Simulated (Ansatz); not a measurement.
**AlSiH₃ (triplet): the correlation ladder at distance Al1–H4 along a hydrogen transfer = 2.430 Å, cc-pVDZ**

Aim: climb from Hartree-Fock through coupled cluster and multireference methods for AlSiH₃ (triplet) at one geometry and basis, and see what each rung misses.

The runs use Ansatz 0.2.0, Gaussian basis; cc-pVDZ, core rule «outside noble gas», up to 10 orbitals frozen.

To be run: UHF; CCSD(T) on ROHF; CCSD(T) on UHF; BCCD(T) on ROHF; CISD; CCSDT(Q) on ROHF; CCSDT(Q) on UHF; CASSCF and MRCISD+Q, 4 electrons in 4 orbitals; CASSCF and NEVPT2, 4 electrons in 4 orbitals; CASSCF and NEVPT2, 10 electrons in 11 orbitals.

16 further runs of the same task are left out: 7 for a known fault of the program, 2 for a mislabelled method, 6 that didn't finish, 1 set aside as unsound or not needed.

## 1. What is computed

The geometry derives from fragments relaxed apart (PBE0/def2-TZVP) and kept rigid, so it is no stationary point. A hydrogen atom is moved between rigid fragments.

5 atoms, charge 0, spin multiplicity 3.

Atoms are counted from 1 here; the program's logs count them from 0.

Bond lengths: Al1–H2 1.586 Å, Al1–H3 1.586 Å, H4–Si5 1.440 Å. Angles: H2–Al1–H3 120.0°.

## 2. UHF

in.yaml

```yaml
crystal:
  periodic: [false, false, false]
  atoms:
    - {symbol: Al, position_ang: [-1.885697, 0.000000, 0.000000]}
    - {symbol: H, position_ang: [-2.678620, 1.373384, 0.000000]}
    - {symbol: H, position_ang: [-2.678620, -1.373384, 0.000000]}
    - {symbol: H, position_ang: [0.544303, 0.000000, 0.000000]}
    - {symbol: Si, position_ang: [1.984303, 0.000000, 0.000000]}
basis:
  gaussian: {orbitals: cc-pVDZ}
magnetization: {spin_polarized: true, initial_magnetization: 2}
hamiltonian: {xc: hf}
output: {orbitals: {seedname: orbitals}}
```

The run is started by

```console
> ansatz run in.yaml --threads 1 --pin off --events-out ev --progress --plain --max-ram 2393MiB
```

The runs that follow: CCSD(T) on ROHF; CCSD(T) on UHF; BCCD(T) on ROHF; CISD; CCSDT(Q) on ROHF; CCSDT(Q) on UHF; CASSCF and MRCISD+Q, 4 electrons in 4 orbitals; CASSCF and NEVPT2, 4 electrons in 4 orbitals; CASSCF and NEVPT2, 10 electrons in 11 orbitals.

Before running them: what should the planned runs give, taken together? Wanted: UCCSDT(Q) below the RHF energy; RMP2 from UCCSDT(Q); UMP2 from UCCSDT(Q); RCCSD from UCCSDT(Q); RCCSD(T) from UCCSDT(Q); UCCSD(T) from UCCSDT(Q); RCCSDT(Q) from UCCSDT(Q); NEVPT2 pair from UCCSDT(Q); NEVPT2 valence from UCCSDT(Q).

The runs gave:

| quantity | value |
| --- | --- |
| UCCSDT(Q) below the RHF energy | -4.8920 eV |
| RMP2 from UCCSDT(Q) | +30.19 kcal/mol |
| UMP2 from UCCSDT(Q) | +30.28 kcal/mol |
| RCCSD from UCCSDT(Q) | +2.89 kcal/mol |
| RCCSD(T) from UCCSDT(Q) | +0.76 kcal/mol |
| UCCSD(T) from UCCSDT(Q) | +0.75 kcal/mol |
| RCCSDT(Q) from UCCSDT(Q) | +0.01 kcal/mol |
| NEVPT2 pair from UCCSDT(Q) | +27.40 kcal/mol |
| NEVPT2 valence from UCCSDT(Q) | +23.13 kcal/mol |
| levels within 1 kcal/mol (43 meV) | RCCSD(T), UCCSD(T), BCCD(T), RCCSDT, UCCSDT, RCCSDT(Q) |
| T1 diagnostic | 0.021 |
| effectively unpaired electrons | 2.05 |

**Reading.** RCCSD(T) misses by +0.76 kcal/mol, 0.7 % of the correlation energy. One determinant dominates. Of the multireference levels listed NEVPT2 valence comes nearest in total energy (+23.13 kcal/mol), which doesn't show that its space is the better one. Coupled cluster took another determinant than the lowest Hartree-Fock one. These misses are within one basis, not against nature; the frozen cores of restricted and unrestricted runs differ, which can shift their rows.
